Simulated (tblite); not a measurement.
Compound: C3H3N2 (doublet state).
Structure used (GFN2-xTB), in Å, numbered top down from 1:
```
atom  x, y, z in Å
N1    -1.6145    1.1602    0.8652
C2    -0.9321    0.6337    0.0094
C3     0.0497   -0.5223    0.2260
C4     1.3344   -0.1821   -0.3204
N5     2.3468    0.1038   -0.7667
H6    -0.9695    0.9465   -1.0440
H7     0.1380   -0.7268    1.2955
H8    -0.3439   -1.4035   -0.2897
```

All values are computed: GFN2-xTB (tblite) harmonic vibrations without scaling, gas phase. Against measured fundamentals such values can be off by several per cent, at times by over 20. One conformer, not necessarily the lowest. Open shells enter through the occupations alone, without spin polarisation, and single modes of such species can be off by tens of per cent.

Harmonic wavenumbers (cm⁻¹): 68.6, 192.9, 375.5, 378.9, 508.0, 754.9, 894.7, 910.5, 1003.2, 1066.5, 1152.2, 1220.0, 1386.3, 1830.4, 2402.7, 2791.4, 2951.5, 2984.4.

A = 21846, B = 2860, C = 2684 MHz; mass 67.030 u (most abundant isotopes); point group C1, symmetry number 1; spin multiplicity 2.

Problem. What is the zero-point energy?

Solution. ½Σν̃ = 11436 cm⁻¹ = 32.70 kcal/mol.

Problem. Give the ideal-gas entropy at 200 K and 1 bar in the rigid-rotor, harmonic-oscillator model (classical rotation).

Solution. Translation 36.57, rotation 23.87, vibration 6.31, spin (R ln 2) 1.38: S = 68.1 cal/(mol K).

Problem. And Cp and H(200 K) − H(0)?

Solution. Cp = 15.25 cal/(mol K), of which vibrations give 7.31 (their classical limit is 18 R = 35.8); H(200 K) − H(0) = 2.29 kcal/mol without the zero-point energy, 0.71 from vibrations.

Problem. Blend soft modes into free rotors: weight 1/[1 + (100 cm⁻¹/ν̃)⁴] for the oscillator and the rest for a rotor with moment μB/(μ + B), μ = h/(8π²ν), B = 10⁻⁴⁴ kg m². What vibrational entropy results?

Solution. 5.87 cal/(mol K) in place of 6.31, which changes −T·S at 200 K by +0.09 kcal/mol.

Problem. What must be added to the electronic energy to get the Gibbs energy at 200 K and 1 bar?

Solution. ZPE + [H(200 K) − H(0)] − T·S = 32.70 + 2.29 − 13.63 = 21.36 kcal/mol.

Problem. Which modes carry the vibrational entropy at 200 K?

Solution. 68.6 cm⁻¹: 3.41; 192.9 cm⁻¹: 1.49; 375.5 cm⁻¹: 0.52; 378.9 cm⁻¹: 0.51; 508.0 cm⁻¹: 0.24; 754.9 cm⁻¹: 0.06 cal/(mol K); the other 12 give 0.07 together.

Hindered rotation and anharmonicity are outside this model. Other conformers, if any are populated, would add a mixing term that is left out. The structure is chiral; the term R ln 2 for an equal mix with its mirror image is left out.

On an Arm Neoverse V1 with one thread, no GPU, shared host with 32 logical CPUs at a one-minute load of 13, this took 0.1 s of wall time. The figure is for the frequency step alone.
